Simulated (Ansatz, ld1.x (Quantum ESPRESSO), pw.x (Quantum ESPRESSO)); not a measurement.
From atom to crystal: RRKJ potential for Nb

Nb, norm-conserving RRKJ (Kleinman–Bylander form), made with ld1.x (Quantum ESPRESSO) 7.5 (LDA (PW92), scalar-relativistic). Core [Kr], reference 4d3 5s2 5p0. Waves: 5s (bound): rc 3.00 bohr; 5p (bound, empty): rc 4.20 bohr; 4d (bound): rc 1.45 bohr. Local part: the d channel. Core correction: none. rho0 = 0.02.

Atomic tests: cutoffs needed: 40 Ry and 50 Ry (the cutoffs (Ry, on a coarse ladder) from which the occupation-weighted sum of valence levels, in a spherical-Bessel basis at the reference potential, stays within 10 and 1 mRy of its value at 400 Ry); ghost test: ghost states, extra bound levels that the all-electron valence spectrum of the same l lacks: s at -64.0 eV, p at -26.5 eV; a true bound ghost makes a file unfit for plane-wave use (spherical-Bessel basis up to 400 Ry, 20 bohr box); largest excitation error: +430 meV (all-electron minus pseudo) for 4d1 5s0 5p0, out of 7 test configurations.

Crystal test: sc Nb in pw.x 7.5, no spin, 12³ k-points, Fermi–Dirac smearing 0.01 Ry, cutoffs 60/240 Ry. The reference is all-electron LAPW (Ansatz 0.2.0) with the same functional, mesh and smearing; V0 and B0 come from Birch–Murnaghan fits to the pressures at five volumes. Errors are pseudo minus all-electron; Δ is the rms difference of the E(V) curves that follow from these fits, minima aligned, over ±6 % about the mean V0. Mesh and smearing are coarse, so the numbers serve the comparison and aren't converged zero-temperature values; the lattice is a test structure that the element need not adopt.

```csv
V (Å³/atom),P all-electron (GPa),P pseudo (GPa)
17.827,10.33,57.95
18.296,5.63,55.25
18.765,1.48,52.63
19.234,-2.19,50.08
19.703,-5.44,47.59
```

All-electron: a0 = 2.666 Å (V0 = 18.95 Å³/atom), B0 = 150.3 GPa.

Pseudopotential: mean pressure error (GPa): +50.74. The pressure does not cross zero within the volumes sampled, so no fit is given. The largest radius (4.20 bohr) exceeds half the bond length (2.51 bohr), so the spheres overlap, which is one possible source of error among others. This is a poor potential for the solid. Note: ghost states, extra bound levels that the all-electron valence spectrum of the same l lacks: s at -64.0 eV, p at -26.5 eV. A true bound ghost makes a file unfit for plane-wave use.

**Question.** At the middle volume, how do free energy and pressure move when the wave cutoff is lowered (ecutrho kept at four times it)?

**Answer.**

```
cutoff (Ry)  shift of F (meV/atom)  shift of P (GPa)
         27                 +747.4            -25.85
         36                  +94.0             -3.96
         48                  +13.9             +0.18
```

Input at the middle volume:

```
&control
  calculation='scf', prefix='x', pseudo_dir='./', outdir='./tmp', tstress=.true., disk_io='low'
/
&system
  ibrav=0, nat=1, ntyp=1, ecutwfc=60, ecutrho=240, nbnd=9,
  occupations='smearing', smearing='fd', degauss=0.01
/
&electrons
  conv_thr=1e-09, mixing_beta=0.4, electron_maxstep=70
/
ATOMIC_SPECIES
Nb 1.0 Nb.UPF
CELL_PARAMETERS angstrom
  2.65735467 0.00000000 0.00000000
  0.00000000 2.65735467 0.00000000
  0.00000000 0.00000000 2.65735467
ATOMIC_POSITIONS crystal
Nb 0.0000 0.0000 0.0000
K_POINTS automatic
12 12 12 0 0 0
```

```bash
pw.x < Nb.scf.in > Nb.scf.out
```

Lines of the output:

```
Message from routine setup:
     using ibrav=0 with symmetry is DISCOURAGED, use correct ibrav instead
     lattice parameter (alat)  =       5.0217  a.u.
     unit-cell volume          =     126.6325 (a.u.)^3
     number of electrons       =         5.00
     number of Kohn-Sham states=            9
     kinetic-energy cutoff     =      60.0000  Ry
     charge density cutoff     =     240.0000  Ry
     scf convergence threshold =      1.0E-09
     Exchange-correlation= PW
     number of k points=    84  Fermi-Dirac smearing, width (Ry)=  0.0100
     iteration #  1     ecut=    60.00 Ry     beta= 0.40
     total energy              =     -17.11480140 Ry
     estimated scf accuracy    <      12.53979434 Ry
     iteration #  2     ecut=    60.00 Ry     beta= 0.40
     total energy              =     -17.46358358 Ry
     estimated scf accuracy    <       0.63733315 Ry
     iteration #  3     ecut=    60.00 Ry     beta= 0.40
     total energy              =     -17.49441581 Ry
     estimated scf accuracy    <       0.28737349 Ry
     iteration #  4     ecut=    60.00 Ry     beta= 0.40
     total energy              =     -16.80748619 Ry
     estimated scf accuracy    <       3.16600930 Ry
     iteration #  5     ecut=    60.00 Ry     beta= 0.40
     total energy              =     -17.58384690 Ry
     estimated scf accuracy    <       0.20386961 Ry
     iteration #  6     ecut=    60.00 Ry     beta= 0.40
     total energy              =     -17.52506413 Ry
     estimated scf accuracy    <       0.10716047 Ry
     iteration #  7     ecut=    60.00 Ry     beta= 0.40
     total energy              =     -17.58936861 Ry
     estimated scf accuracy    <       0.08604019 Ry
     iteration #  8     ecut=    60.00 Ry     beta= 0.40
     total energy              =     -17.55975875 Ry
     estimated scf accuracy    <       0.19567897 Ry
     [... 10 iterations left out ...]
     iteration # 19     ecut=    60.00 Ry     beta= 0.40
     total energy              =     -17.56217942 Ry
     estimated scf accuracy    <       0.00000713 Ry
     iteration # 20     ecut=    60.00 Ry     beta= 0.40
     total energy              =     -17.56217836 Ry
     estimated scf accuracy    <       0.00000881 Ry
     iteration # 21     ecut=    60.00 Ry     beta= 0.40
     total energy              =     -17.56217888 Ry
     estimated scf accuracy    <       0.00000151 Ry
     iteration # 22     ecut=    60.00 Ry     beta= 0.40
     total energy              =     -17.56217900 Ry
     estimated scf accuracy    <       0.00000074 Ry
     iteration # 23     ecut=    60.00 Ry     beta= 0.40
     total energy              =     -17.56217875 Ry
     estimated scf accuracy    <       0.00000084 Ry
     iteration # 24     ecut=    60.00 Ry     beta= 0.40
     total energy              =     -17.56217884 Ry
     estimated scf accuracy    <       0.00000002 Ry
     iteration # 25     ecut=    60.00 Ry     beta= 0.40
     total energy              =     -17.56217885 Ry
     estimated scf accuracy    <          1.0E-09 Ry
     iteration # 26     ecut=    60.00 Ry     beta= 0.40
     the Fermi energy is    10.2996 ev
!    total energy              =     -17.56217885 Ry
     estimated scf accuracy    <          7.6E-11 Ry
     smearing contrib. (-TS)   =      -0.01207309 Ry
     The total energy is F=E-TS. E is the sum of the following terms:
     one-electron contribution =      -2.82762633 Ry
     hartree contribution      =       3.98929594 Ry
     xc contribution           =      -4.58651403 Ry
     ewald contribution        =     -14.12526134 Ry
     convergence has been achieved in  26 iterations
          total   stress  (Ry/bohr**3)                   (kbar)     P=      526.33
```

The run at the middle volume (84 k-points, 26 iterations) took about 14 s on one core of a shared host (Neoverse-V1, 32 threads, 126 GiB, load 11).
